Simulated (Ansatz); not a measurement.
A run on CH5BO, SMILES `BCO` with other settings.

```yaml
crystal:
  periodic: [false, false, false]
  atoms:
    - {symbol: B, position_ang: [-0.513745, 0.302488, -0.663666]}
    - {symbol: C, position_ang: [0.596617, 0.351170, 0.418547]}
    - {symbol: O, position_ang: [0.228310, -1.042019, 0.007726]}
    - {symbol: H, position_ang: [-0.224461, 0.381965, -1.819190]}
    - {symbol: H, position_ang: [-1.658071, 0.351807, -0.309892]}
    - {symbol: H, position_ang: [0.383828, 0.517622, 1.470816]}
    - {symbol: H, position_ang: [1.642989, 0.496275, 0.171740]}
    - {symbol: H, position_ang: [-0.363367, -1.416507, 0.668220]}
basis:
  gaussian: {orbitals: "6-311G**"}
hamiltonian: {xc: {name: wB97}}
output: {forces: true}
```

```sh
$ ansatz run in.yaml --threads 2 --pin off --events-out ev --progress --plain --max-ram 4352MiB
```

Shortened log:

```
Error: <dir> can't be read: No such file or directory (os error 2)
```
